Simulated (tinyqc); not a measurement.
Inside a calculation (part 2 of 2). Method: CIS and TDHF on RHF in the sto-6g basis, frozen core, for H2O, spin multiplicity 1. Computed by tinyqc, a small Python program that keeps every step (integrals from PySCF). Command: `OMP_NUM_THREADS=1 python tinyqc.py 24610 24611 out.jsonl` (the two numbers bound the seeds that draw the settings). One thread of a shared host (Intel(R) Xeon(R) Processor @ 2.60GHz), about 0.1 s of CPU time with the checks.

Geometry (angstrom):
```
atom        x         y        z
O     0.00000   0.00000  0.00000
H     0.00000   0.76500  0.52600
H     0.00000  -0.80200  0.55200
```

## TDHF (RPA) singlet states

CIS matrix A, singlet (hartree), order 2>6, 2>7, 3>6, 3>7, 4>6, 4>7, 5>6, 5>7:
```
[[1.45198, -0.01164, -0.00492, -0.05447, 0.06238, -0.01162, 0.00000, 0.00000],
 [-0.01164, 1.53195, 0.03302, 0.00592, -0.01489, -0.01678, 0.00000, 0.00000],
 [-0.00492, 0.03302, 0.80398, 0.01728, -0.02567, -0.03994, 0.00000, 0.00000],
 [-0.05447, 0.00592, 0.01728, 1.08134, -0.09734, 0.01269, 0.00000, 0.00000],
 [0.06238, -0.01489, -0.02567, -0.09734, 0.61190, -0.00266, 0.00000, 0.00000],
 [-0.01162, -0.01678, -0.03994, 0.01269, -0.00266, 0.72392, 0.00000, 0.00000],
 [0.00000, 0.00000, 0.00000, 0.00000, 0.00000, 0.00000, 0.47165, -0.00847],
 [0.00000, 0.00000, 0.00000, 0.00000, 0.00000, 0.00000, -0.00847, 0.57583]]
```

Two-electron integrals over orbitals (pq|rs), unique and non-zero (hartree); the lowest 1 orbital is frozen and left out:
```
(22|22) 0.72929    (32|22) 0.00731    (32|32) 0.14514    (33|22) 0.64503
(33|32) -0.00400   (33|33) 0.63473    (42|22) 0.00366    (42|32) 0.00092
(42|33) 0.00642    (42|42) 0.12556    (43|22) 0.00484    (43|32) 0.02014
(43|33) 0.00203    (43|42) -0.00545   (43|43) 0.04636    (44|22) 0.68377
(44|32) -0.00423   (44|33) 0.60267    (44|42) -0.10478   (44|43) 0.00790
(44|44) 0.79497    (52|52) 0.14538    (53|52) -0.00321   (53|53) 0.02894
(54|52) -0.04475   (54|53) 0.00189    (54|54) 0.05514    (55|22) 0.75000
(55|32) -0.00200   (55|33) 0.62977    (55|42) -0.06553   (55|43) 0.00741
(55|44) 0.73529    (55|55) 0.88066    (62|22) -0.14114   (62|32) 0.00889
(62|33) -0.07362   (62|42) -0.02188   (62|43) -0.00497   (62|44) -0.09346
(62|55) -0.15834   (62|62) 0.10060    (63|22) 0.02656    (63|32) 0.04339
(63|33) 0.01482    (63|42) -0.01004   (63|43) 0.02939    (63|44) 0.02351
(63|55) 0.03144    (63|62) -0.01597   (63|63) 0.07729    (64|22) -0.09430
(64|32) -0.01066   (64|33) -0.04068   (64|42) 0.02292    (64|43) -0.00371
(64|44) -0.11468   (64|55) -0.11014   (64|62) 0.06073    (64|63) -0.01981
(64|64) 0.06461    (65|52) -0.05976   (65|53) 0.00491    (65|54) 0.00185
(65|65) 0.03858    (66|22) 0.60840    (66|32) -0.02702   (66|33) 0.57219
(66|42) 0.05908    (66|43) -0.01396   (66|44) 0.54909    (66|55) 0.58566
(66|62) -0.09234   (66|63) -0.01158   (66|64) -0.03982   (66|66) 0.60302
(72|22) 0.02607    (72|32) 0.04068    (72|33) 0.01008    (72|42) -0.00091
(72|43) -0.03140   (72|44) 0.02000    (72|55) 0.02874    (72|62) -0.00798
(72|63) -0.03227   (72|64) -0.01238   (72|66) 0.01658    (72|72) 0.06364
(73|22) 0.14017    (73|32) -0.01105   (73|33) 0.09135    (73|42) -0.07128
(73|43) 0.00192    (73|44) 0.16298    (73|55) 0.18816    (73|62) -0.07602
(73|63) 0.01248    (73|64) -0.07091   (73|66) 0.04098    (73|72) 0.01845
(73|73) 0.14828    (74|22) 0.00517    (74|32) -0.07351   (74|33) 0.00689
(74|42) 0.00077    (74|43) 0.00415    (74|44) 0.01084    (74|55) 0.00939
(74|62) -0.01075   (74|63) -0.04221   (74|64) 0.00392    (74|66) 0.02096
(74|72) -0.01556   (74|73) 0.01393    (74|74) 0.06499    (75|52) 0.01035
(75|53) 0.02331    (75|54) -0.00133   (75|65) -0.00236   (75|75) 0.02515
(76|22) -0.00431   (76|32) -0.09756   (76|33) 0.00769    (76|42) -0.00987
(76|43) -0.04448   (76|44) 0.01049    (76|55) 0.00375    (76|62) 0.00281
(76|63) -0.06488   (76|64) 0.01098    (76|66) 0.02792    (76|72) 0.00744
(76|73) 0.01776    (76|74) 0.05360    (76|76) 0.11187    (77|22) 0.62888
(77|32) 0.03098    (77|33) 0.61117    (77|42) -0.01434   (77|43) 0.01518
(77|44) 0.61221    (77|55) 0.62901    (77|62) -0.07040   (77|63) 0.03567
(77|64) -0.04368   (77|66) 0.55814    (77|72) 0.01171    (77|73) 0.09284
(77|74) -0.01391   (77|76) -0.02634   (77|77) 0.63181
```

B(ia,jb) = 2 (ia|jb) - (ib|ja); the squared energies are the eigenvalues of (A - B)(A + B); 1 hartree = 27.211386 eV.

TDHF matrix B, singlet (hartree), order 2>6, 2>7, 3>6, 3>7, 4>6, 4>7, 5>6, 5>7:
```
[[0.10060, -0.00798, -0.01597, -0.11977, 0.06073, -0.00911, 0.00000, 0.00000],
 [-0.00798, 0.06364, 0.01148, 0.01845, -0.01402, -0.01556, 0.00000, 0.00000],
 [-0.01597, 0.01148, 0.07729, 0.01248, -0.01981, -0.01351, 0.00000, 0.00000],
 [-0.11977, 0.01845, 0.01248, 0.14828, -0.09961, 0.01393, 0.00000, 0.00000],
 [0.06073, -0.01402, -0.01981, -0.09961, 0.06461, 0.00392, 0.00000, 0.00000],
 [-0.00911, -0.01556, -0.01351, 0.01393, 0.00392, 0.06499, 0.00000, 0.00000],
 [0.00000, 0.00000, 0.00000, 0.00000, 0.00000, 0.00000, 0.03858, -0.00236],
 [0.00000, 0.00000, 0.00000, 0.00000, 0.00000, 0.00000, -0.00236, 0.02515]]
```

squared energies w^2 (hartree^2): [0.22035, 0.33170, 0.33997, 0.49610, 0.66389, 1.14715, 2.10044, 2.35276]

TDHF energies from the positive w^2 (eV): [12.77335, 15.67190, 15.86615, 19.16609, 22.17165, 29.14479, 39.43721, 41.73873]

## CIS matrix, triplets

orbital energies (hartree): [-20.49389, -1.27168, -0.63408, -0.44427, -0.39264, 0.58750, 0.76188]

A(ia,jb) = (e_a - e_i) d_ij d_ab - (ij|ab).

CIS matrix A, triplet (hartree), order 2>6, 2>7, 3>6, 3>7, 4>6, 4>7, 5>6, 5>7:
```
[[1.25078, 0.00431, 0.02702, 0.09756, -0.05908, 0.00987, 0.00000, 0.00000],
 [0.00431, 1.40468, 0.09756, -0.03098, 0.00987, 0.01434, 0.00000, 0.00000],
 [0.02702, 0.09756, 0.64940, -0.00769, 0.01396, 0.04448, 0.00000, 0.00000],
 [0.09756, -0.03098, -0.00769, 0.78479, 0.04448, -0.01518, 0.00000, 0.00000],
 [-0.05908, 0.00987, 0.01396, 0.04448, 0.48268, -0.01049, 0.00000, 0.00000],
 [0.00987, 0.01434, 0.04448, -0.01518, -0.01049, 0.59394, 0.00000, 0.00000],
 [0.00000, 0.00000, 0.00000, 0.00000, 0.00000, 0.00000, 0.39448, -0.00375],
 [0.00000, 0.00000, 0.00000, 0.00000, 0.00000, 0.00000, -0.00375, 0.52552]]
```

## CIS triplet states

Diagonalise A (1 hartree = 27.211386 eV); each vector has its largest component positive (the first on a tie).

triplet excitation energies (eV): [10.73153, 12.69600, 14.30304, 15.47988, 17.97479, 21.12829, 34.68086, 38.62137]

lowest vectors, order 2>6, 2>7, 3>6, 3>7, 4>6, 4>7, 5>6, 5>7:
```
[[0.00000, 0.09633, 0.00000, -0.01570, -0.05557, -0.16880],
 [0.00000, -0.00554, 0.00000, 0.04772, -0.11726, 0.05863],
 [0.00000, -0.11508, 0.00000, -0.49490, 0.84817, -0.06782],
 [0.00000, -0.16402, 0.00000, 0.08223, 0.10109, 0.95817],
 [0.00000, 0.97044, 0.00000, -0.12551, 0.07439, 0.18173],
 [0.00000, 0.09376, 0.00000, 0.85442, 0.49800, -0.11118],
 [0.99959, 0.00000, -0.02859, 0.00000, 0.00000, 0.00000],
 [0.02859, 0.00000, 0.99959, 0.00000, 0.00000, 0.00000]]
```

## TDHF (RPA) triplet states

B(ia,jb) = - (ib|ja); the squared energies are the eigenvalues of (A - B)(A + B); 1 hartree = 27.211386 eV.

TDHF matrix B, triplet (hartree), order 2>6, 2>7, 3>6, 3>7, 4>6, 4>7, 5>6, 5>7:
```
[[-0.10060, 0.00798, 0.01597, 0.03227, -0.06073, 0.01238, 0.00000, 0.00000],
 [0.00798, -0.06364, 0.07602, -0.01845, 0.01075, 0.01556, 0.00000, 0.00000],
 [0.01597, 0.07602, -0.07729, -0.01248, 0.01981, 0.07091, 0.00000, 0.00000],
 [0.03227, -0.01845, -0.01248, -0.14828, 0.04221, -0.01393, 0.00000, 0.00000],
 [-0.06073, 0.01075, 0.01981, 0.04221, -0.06461, -0.00392, 0.00000, 0.00000],
 [0.01238, 0.01556, 0.07091, -0.01393, -0.00392, -0.06499, 0.00000, 0.00000],
 [0.00000, 0.00000, 0.00000, 0.00000, 0.00000, 0.00000, -0.03858, 0.00236],
 [0.00000, 0.00000, 0.00000, 0.00000, 0.00000, 0.00000, 0.00236, -0.02515]]
```

squared energies w^2 (hartree^2): [0.15405, 0.20123, 0.27564, 0.30383, 0.42878, 0.57968, 1.61278, 2.00398]

TDHF energies from the positive w^2 (eV): [10.68021, 12.20671, 14.28625, 14.99921, 17.81839, 20.71791, 34.55720, 38.52095]
